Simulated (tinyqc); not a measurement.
Inside a calculation. Method: Hueckel theory of the pi electrons with the omega technique, for the molecule c1c[cH+]1 (SMILES; centres numbered as the heavy atoms are written). One step of it, computed by the program tinyqc.

Task: Omega technique, round 2. h_r = h_r(0) + omega q_r, omega = 1.4, with q_r = z_r - P_rr; 0.7 of the old diagonal is kept.

Hueckel matrix in units of beta (H = alpha + beta A):
```
          1C        2C        3C
1C  0.000000  1.000000  1.000000
2C  1.000000  0.000000  1.000000
3C  1.000000  1.000000  0.000000
```

charge and bond-order matrix P:
```
          1C        2C        3C
1C  0.666667  0.666667  0.666667
2C  0.666667  0.666667  0.666667
3C  0.666667  0.666667  0.666667
```

Centres:

| centre | z_r, pi electrons of the neutral centre | h |
|---|---|---|
| 1C | 1 | 0.000000 |
| 2C | 1 | 0.000000 |
| 3C | 1 | 0.000000 |

Give: matrix after round 2.

Result:

matrix after round 2:
```
       1C     2C     3C
1C  0.238  1.000  1.000
2C  1.000  0.238  1.000
3C  1.000  1.000  0.238
```
